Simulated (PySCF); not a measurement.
# Working out the ionisation energy of Ne

Ne [Ne] (1S) → Ne⁺ [He] 2s2 2p5 (2P). All numbers are calculated (PySCF 2.14, the non-relativistic Hamiltonian (point nucleus), in aug-cc-pVDZ). Frozen: 1s2. Energies in hartree (1 hartree = 27.21139 eV):

```csv
part,Ne (lower),Ne⁺ (upper)
UHF,-128.496350,-127.766882
CCSD correlation,-0.210154,-0.153547
(T),-0.002791,-0.001651
```

Question: What does Hartree-Fock give?

Answer: (-127.766882) − (-128.496350) = 0.729468 hartree = 19.850 eV.

Question: What do CCSD and CCSD(T) give?

Answer: The CCSD correlation energies differ by 0.056607 hartree = 1.540 eV and the triples by 0.001140 hartree = 0.031 eV, so CCSD gives 21.390 eV and CCSD(T) 21.421 eV.

Measured between the centres of the two terms (NIST): 21.597 eV, so CCSD(T) (valence) is off by -0.176 eV.

A double-zeta basis recovers only part of the correlation energy.

What remains against the reference includes basis incompleteness, the frozen core and higher excitations.
